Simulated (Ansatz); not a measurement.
# C2H4FNO: the cost of one run

Program: Ansatz 0.2.0, Gaussian basis. Level of theory: the settings change from run to run. These are calculated values, not measurements.

### Step 1. The molecule

The geometry comes from an earlier relaxation with PBE0-D4 in a triple-zeta def2 set; it is a stationary point, not always the lowest conformer.

9 atoms, charge 0, spin multiplicity 1.

Atoms are counted from 1 here; the program's logs count them from 0.

Bond lengths: N1–C2 1.243 Å, N1–H6 1.018 Å, C2–F3 1.337 Å, C2–C4 1.503 Å, C4–O5 1.400 Å, C4–H7 1.097 Å, C4–H8 1.094 Å, O5–H9 0.961 Å. Angles: C2–N1–H6 109.0°, N1–C2–F3 119.4°, N1–C2–C4 130.3°, F3–C2–C4 110.3°, C2–C4–O5 112.6°, C2–C4–H7 108.5°, C2–C4–H8 108.2°, O5–C4–H7 113.0°, O5–C4–H8 107.6°, H7–C4–H8 106.7°, C4–O5–H9 108.9°.

### Step 2. PBEsol/def2-TZVPP

This run has atoms shaken by 0.15 Å, a grid of angular degree 23, D3(BJ) dispersion, high accuracy.

File in.yaml:

```yaml
crystal:
  periodic: [false, false, false]
  atoms:
    - {symbol: N, position_ang: [-0.591982, 1.107274, 1.263374]}
    - {symbol: C, position_ang: [0.136146, 0.199632, 0.785830]}
    - {symbol: F, position_ang: [1.845418, 0.515411, 0.608558]}
    - {symbol: C, position_ang: [0.138596, -0.476585, -0.661079]}
    - {symbol: O, position_ang: [-1.042950, -0.639160, -0.981060]}
    - {symbol: H, position_ang: [-1.388196, 0.872951, 1.106326]}
    - {symbol: H, position_ang: [1.115123, -0.352685, -1.082685]}
    - {symbol: H, position_ang: [0.750402, -1.117565, 0.001657]}
    - {symbol: H, position_ang: [-1.191837, 0.327525, -1.463712]}
basis:
  gaussian: {orbitals: def2-TZVPP, final_grid: {core_spheres: 8, valence_spheres: 7, degree: 23}}
hamiltonian: {xc: {name: PBEsol}, dispersion: d3bj}
accuracy: high
output: {forces: true}
```

Run with:

```bash
$ ansatz run in.yaml --threads 2 --pin off --events-out ev --progress --plain --max-ram 4352MiB
```

**Question.** How long does this run take on 2 threads of Arm Neoverse V1, shared host, and how much memory does it need?

About 16 s, with a peak of 1.1 GiB.
